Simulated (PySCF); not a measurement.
## Calculated NMR parameters of BCB

| Quantity | Value |
| --- | --- |
| Formula | CH6B2 |
| SMILES | BCB |
| Carbon signals | 1 |
| Proton signals | 2 |

Bonds (- single, = double, # triple, : aromatic): B1-C2 1.555 Å, C2-B3 1.554 Å. B1 carries H4, H5; C2 carries H6, H7; B3 carries H8, H9.

- PBE0-D3(BJ)/def2-SVP geometry
- spin–spin couplings from B3LYP/pcJ-1
- σ from GIAO-PBE0/pcSseg-1
- program: PySCF
- fast rotation and ring inversion assumed for equivalent nuclei, no relativistic terms, one conformer, no solvent

Chemical shifts δ = σref − σ; $^{1}$H (σref 31.27), $^{13}$C (σref 184.41) against TMS; $^{11}$B (σref 100.73) against BF3·OEt2, all at this level.

| carbon | δC, type | δH (multiplicity, J in Hz) | HMBC from (abs. J ≥ 3 Hz) | span of the C tensor (ppm) |
| --- | --- | --- | --- | --- |
| C2 | 63.5, CH2 | 3.94 (t, 6.0) | H4/H5/H8/H9 | 168 |

Other nuclei:
```json
{"atoms": "H4/H5/H8/H9", "nucleus": "$^{1}$H", "environment": "hydrogen on a boron bonded to C", "δ (ppm)": "7.79", "σ (ppm)": "23.48"}
{"atoms": "B1/B3", "nucleus": "$^{11}$B", "environment": "boron bonded to C, 2 H", "δ (ppm)": "84.6", "σ (ppm)": "16.1"}
```

Selected couplings (Hz, signed; the shortest-range and largest first, 30 at most; isotopes $^{11}$B, $^{1}$H, $^{13}$C): $^{1}J$(B1,H4) 139.6, $^{1}J$(C2,H6) 128.9, $^{1}J$(B1,C2) 38.6, $^{2}J$(B1,H6) -8.1, $^{3}J$(H4,H6) 6.0, $^{3}J$(B1,H8) 1.4.

1. δH 7.79: hydrogen on a boron bonded to C.
2. δH 3.94: hydrogen on an sp3 CH2 bonded to 2 B.

Hydrogens on boron are broadened and split by $^{11}$B (spin 3/2, 80 %) and 10B (spin 3). A carbon bonded to boron is broadened by the quadrupolar boron nucleus and is often missing from a measured spectrum. Multiplet labels drop couplings under 1 Hz and merge nearly equal ones. Shifts are as computed. Against solution values, carbons near 30 ppm lie about +2 ppm off and those near 130 ppm about +5 ppm. Of 1211 compounds with measured shifts, 218 miss one by over three times the rms of a fit or turn the order of signals round; such compounds aren't used in these exercises. 3J across rotatable bonds or in flexible rings reflects this conformer alone.
